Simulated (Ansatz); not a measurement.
InAs, pressure series

Consider InAs in the zinc blende structure (space group F-43m, No. 216).

```
InAs
1.0
    0.00000     3.09331     3.09331
    3.09331     0.00000     3.09331
    3.09331     3.09331     0.00000
As In
1 1
Direct
  0.75000   0.75000   0.75000
  0.00000   0.00000   0.00000
```

Cell and atoms are relaxed at each pressure.

The values are results of PBE (Ansatz, an electronic-structure program, PAW, without spin-orbit coupling), earlier PAW set, not measurements.

```json
[
 {"pressure (GPa)": "-2", "volume per atom (Å³/atom)": "31.007"},
 {"pressure (GPa)": "-1", "volume per atom (Å³/atom)": "30.261"},
 {"pressure (GPa)": "0", "volume per atom (Å³/atom)": "29.599"},
 {"pressure (GPa)": "0.9", "volume per atom (Å³/atom)": "29.089"},
 {"pressure (GPa)": "2.1", "volume per atom (Å³/atom)": "?"},
 {"pressure (GPa)": "4.5", "volume per atom (Å³/atom)": "27.408"},
 {"pressure (GPa)": "9", "volume per atom (Å³/atom)": "25.868"},
 {"pressure (GPa)": "15", "volume per atom (Å³/atom)": "24.356"},
 {"pressure (GPa)": "30", "volume per atom (Å³/atom)": "21.861"}
]
```

### Question
Fit the third-order Birch–Murnaghan form P(V) = (3B₀/2)[(V₀/V)^(7/3) − (V₀/V)^(5/3)]·[1 + (3/4)(B₀′ − 4)((V₀/V)^(2/3) − 1)] (squares taken in P) to the rows shown and predict the withheld row.

### Answer
Least squares on the printed values gives V₀ = 29.611 Å³/atom, B₀ = 48.7 GPa, B₀′ = 4.6; this predicts 28.468 Å³/atom, and the run gives 28.460 Å³/atom, 0.008 lower.

Measured bulk modulus of InAs: 58.6 GPa (static lattice; corrected from measurement; as listed in Daniel Mejia-Rodriguez, S. B. Trickey, Phys. Rev. B (2018)); the computed value is 17 % below it.

A case with no gap was solved on a k-mesh chosen for an insulator, which is coarse for it. Load acts through the strain it causes; cell and atoms are relaxed under it. Stability against distortions was not tested. The final runs are not spin-polarised. Measured, InAs leaves this structure (for rock salt) near 7 GPa (temperature not stated; as listed in Datta, Sujoy, Jana, Debnarayan, arXiv (2020)).
